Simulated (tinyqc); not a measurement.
Worked calculation: Hueckel theory of the pi electrons, for the molecule Fc1ccsc1 (SMILES; centres numbered as the heavy atoms are written). One step of it, computed by the program tinyqc.

Problem. Energy, charges, bond orders. E = sum n x; q_r = z_r - P_rr; bond order p = P_rs; free valence = sqrt(3) - sum of p over the bonds of the atom.

x values: 3.196205  1.881960  0.950260  0.587033  -0.958023  -1.657435

occupations: 2.000000  2.000000  2.000000  2.000000  0.000000  0.000000

charge and bond-order matrix P:
```
           1F         2C         3C         4C         5S         6C
1F   1.977495   0.144581  -0.076524   0.004994   0.040068  -0.126942
2C   0.144581   1.067196   0.541639  -0.093518  -0.227717   0.787786
3C  -0.076524   0.541639   1.109632   0.790836  -0.237787  -0.082387
4C   0.004994  -0.093518   0.790836   1.048589   0.450421  -0.400709
5S   0.040068  -0.227717  -0.237787   0.450421   1.706662   0.433297
6C  -0.126942   0.787786  -0.082387  -0.400709   0.433297   1.090427
```

Centres:
```
centre  z_r, pi electrons of the neutral centre         h
1F                                            2  3.000000
2C                                            1  0.000000
3C                                            1  0.000000
4C                                            1  0.000000
5S                                            2  1.000000
6C                                            1  0.000000
```

Bonds:
```
i  j         k
1  2  0.700000
2  3         1
3  4         1
4  5  0.650000
5  6  0.650000
6  2         1
```

Give: pi energy = 8 alpha + this times beta; pi charges; Bond orders and lengths from R = 1.517 - 0.180 p; free valence of the carbons; gap between the highest filled and the next level.

Solution.

pi energy = 8 alpha + this times beta = 13.231

pi charges: 1F 0.023, 2C -0.067, 3C -0.110, 4C -0.049, 5S 0.293, 6C -0.090

Bond orders and lengths from R = 1.517 - 0.180 p (angstrom, C-C alone):
```
bond      p      R
1-2   0.145      -
2-3   0.542  1.420
3-4   0.791  1.375
4-5   0.450      -
5-6   0.433      -
6-2   0.788  1.375
```

free valence of the carbons: 2C 0.258, 3C 0.400, 4C 0.491, 6C 0.511

gap between the highest filled and the next level = 1.545 |beta|
